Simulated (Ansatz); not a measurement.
Abridged output of a molecular run in Ansatz:

```
Functional definition: HF
1800 factors; integrals over basis functions are off by at most 9.5e-4 eV
mean field evaluation 1: about -8321.2811 eV, gradient 4.0e1 eV
mean field evaluation 2: about -8321.6743 eV, gradient 4.0e1 eV
mean field evaluation 4: about -8325.4856 eV, gradient 5.3e0 eV
mean field evaluation 8: about -8325.5558 eV, gradient 2.7e-1 eV
mean field -8325.55604023 eV, -305.9585412140 hartree, gradient 2.2e-6 eV, S^2 0.000000; 0 other end points of the search recorded, 0 dependent functions left out
6 core orbitals not correlated: weight in the atoms' cores, before any rotation towards them, 1.000 or more for the frozen orbitals, at most 0.000 for the correlated occupied ones
reference -8325.55604023 eV, -305.9585412140 hartree; 18, 18 occupied and 274, 274 virtual orbitals, 1800 factors
second order -31.20072792 eV of doubles, -0.00000000 eV of singles
cycle   1  -31.40451398 eV  change   -2.0e-1 eV  update   1.1e-1
cycle   2  -32.13444835 eV  change   -7.3e-1 eV  update   3.2e-2
cycle   3  -32.28983814 eV  change   -1.6e-1 eV  update   1.6e-2
cycle   4  -32.27712354 eV  change    1.3e-2 eV  update   3.5e-3
cycle   5  -32.27676776 eV  change    3.6e-4 eV  update   1.7e-3
cycle   6  -32.27791161 eV  change   -1.1e-3 eV  update   5.4e-4
cycle   7  -32.27762670 eV  change    2.8e-4 eV  update   2.2e-4
cycle   8  -32.27750726 eV  change    1.2e-4 eV  update   6.3e-5
cycle   9  -32.27751975 eV  change   -1.2e-5 eV  update   2.2e-5
perturbative correction -1.29333622 eV, -0.0475292294 hartree
Total energy: -8359.12689620 eV, -307.1922474156 hartree
```

Its atoms:

Z-matrix (Å, degrees):
```
C
C 1 1.518
C 1 1.518 2 108.6
H 1 1.093 2 109.4 3 -119.4
H 1 1.094 2 110.5 3 121.4
O 2 1.414 1 110.4 3 52.6
H 2 1.091 1 112.1 3 171.4
H 2 1.102 1 110.0 3 -68.3
O 3 1.414 1 110.4 2 -52.6
H 3 1.102 1 110.0 2 68.3
H 3 1.091 1 112.1 2 -171.4
C 6 1.394 2 110.8 1 -56.7
H 12 1.107 6 109.4 2 -60.7
H 12 1.089 6 107.3 2 179.5
```

Question: Which basis set was used?
A. def2-QZVPP
B. cc-pV(Q+d)Z
C. def2-TZVPP
D. def2-TZVPPD

Answer: C. It gives 298 functions.

Question: Write the keys of the input that set method, charge and spin (a neutral closed shell needs none for the last two).

Answer: 
```yaml
correlation: {method: ccsd_t}
```
